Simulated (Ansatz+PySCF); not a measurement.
Values are calculated unless marked as measured or tabulated.
**Several solutions for singlet F₂**

```csv
atom,x (Å),y (Å),z (Å)
F,0.0000,0.0000,-1.0323
F,0.0000,0.0000,1.0323
```

Basis set: STO-3G (spherical functions). Charge 0, multiplicity 1.

CASSCF(14,8) was run from several starts with Ansatz (development build ahead of 0.2.0) and PySCF 2.14.0. The starts are those of the Hartree–Fock orbitals from which the active space was taken at the frontier.

```json
{"run": "A", "program": "Ansatz", "start": "atomic start, no search", "converged": "yes", "energy (hartree)": "-195.98101", "<S²>": "0.00"}
{"run": "B", "program": "Ansatz", "start": "stability test followed", "converged": "yes", "energy (hartree)": "-195.98101", "<S²>": "0.00"}
{"run": "C", "program": "PySCF", "start": "program defaults", "converged": "yes", "energy (hartree)": "-195.96988", "<S²>": "0.00"}
{"run": "D", "program": "Ansatz", "start": "search for the lowest state", "converged": "yes", "energy (hartree)": "-195.98101", "<S²>": "0.00"}
```

Q: Which runs reached the lowest solution of this kind, and what is wrong with the others?

A: A, B, D reached the lowest solution found. Converged but too high: C by 0.30 eV. Convergence only shows a stationary point; in CASSCF the end hangs on which orbitals enter the active space. Caution: other starts end on other solutions of this active space.
